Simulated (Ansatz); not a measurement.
# CH₄S (singlet): from Hartree-Fock to the top rungs, 6-31G*

How much of the correlation energy of CH₄S (singlet) does each wave-function method recover here?

Method: 6-31G*, core rule «outside noble gas», up to 6 orbitals frozen; program: Ansatz 0.2.0, Gaussian basis.

To be run: UHF; CCSD(T) on RHF; BCCD(T) on RHF; CISD; CCSDT(Q) on RHF; CCSDTQ on RHF; CASSCF and MRCISD+Q, 14 electrons in 12 orbitals; CASSCF and NEVPT4(SD), 14 electrons in 12 orbitals; CASSCF and NEVPT2, 14 electrons in 12 orbitals.

18 further runs of the same task are left out: 1 that didn't finish, 17 set aside as unsound or not needed.

## Step 1: The geometry

The geometry is an MP2(full)/6-31G* stationary point (not a proven minimum).

6 atoms, charge 0, spin multiplicity 1.

Atoms are counted from 1 here; the program's logs count them from 0.

Bond lengths: C1–S2 1.814 Å, C1–H4 1.090 Å, C1–H5 1.090 Å, C1–H6 1.090 Å, S2–H3 1.340 Å. Angles: S2–C1–H4 106.6°, S2–C1–H5 111.6°, S2–C1–H6 111.6°, H4–C1–H5 108.5°, H4–C1–H6 108.5°, H5–C1–H6 109.9°, C1–S2–H3 96.8°.

## Step 2: UHF

The input, in.yaml:

```yaml
crystal:
  periodic: [false, false, false]
  atoms:
    - {symbol: C, position_ang: [-0.026122, 1.227299, 0.000000]}
    - {symbol: S, position_ang: [-0.026122, -0.587076, 0.000000]}
    - {symbol: H, position_ang: [1.304907, -0.745469, 0.000000]}
    - {symbol: H, position_ang: [-1.070770, 1.539208, 0.000000]}
    - {symbol: H, position_ang: [0.454080, 1.628987, 0.892259]}
    - {symbol: H, position_ang: [0.454080, 1.628987, -0.892259]}
basis:
  gaussian: {orbitals: "6-31G*"}
magnetization: {spin_polarized: true, initial_magnetization: 0}
hamiltonian: {xc: hf}
output: {orbitals: {seedname: orbitals}}
```

Started as:

```bash
$ ansatz run in.yaml --threads 1 --pin off --events-out ev --progress --plain --max-ram 3956MiB --backend cpu
```

The runs that follow: CCSD(T) on RHF; BCCD(T) on RHF; CISD; CCSDT(Q) on RHF; CCSDTQ on RHF; CASSCF and MRCISD+Q, 14 electrons in 12 orbitals; CASSCF and NEVPT4(SD), 14 electrons in 12 orbitals; CASSCF and NEVPT2, 14 electrons in 12 orbitals.

**Question.** What will the summary of the whole plan be? Wanted: RCCSDTQ below the RHF energy; RMP2 from RCCSDTQ; RCCSD from RCCSDTQ; RCCSD(T) from RCCSDTQ; RCCSDT(Q) from RCCSDTQ; NEVPT2 valence from RCCSDTQ; NEVPT4(SD) valence from RCCSDTQ; MRCISD+Q valence from RCCSDTQ; T1 diagnostic.

**Answer**, as computed:

| quantity | value |
| --- | --- |
| RCCSDTQ below the RHF energy | -8.0058 eV |
| RMP2 from RCCSDTQ | +1130.4 meV |
| RCCSD from RCCSDTQ | +226.4 meV |
| RCCSD(T) from RCCSDTQ | +28.1 meV |
| RCCSDT(Q) from RCCSDTQ | 0.0 meV |
| NEVPT2 valence from RCCSDTQ | +1158.8 meV |
| NEVPT4(SD) valence from RCCSDTQ | +138.5 meV |
| MRCISD+Q valence from RCCSDTQ | +41.3 meV |
| levels within 1 kcal/mol (43 meV) | RCCSD(T), BCCD(T), RCCSDT, RCCSDT(Q), MRCISD+Q valence |
| T1 diagnostic | 0.008 |
| effectively unpaired electrons | 0.02 |

**Reading.** RCCSD(T) lands +28.1 meV from the yardstick (0.4 % of the correlation energy). One determinant dominates. Of the multireference levels listed MRCISD+Q valence comes nearest in total energy (+41.3 meV), which doesn't show that its space is the better one. These misses are within one basis, not against nature.
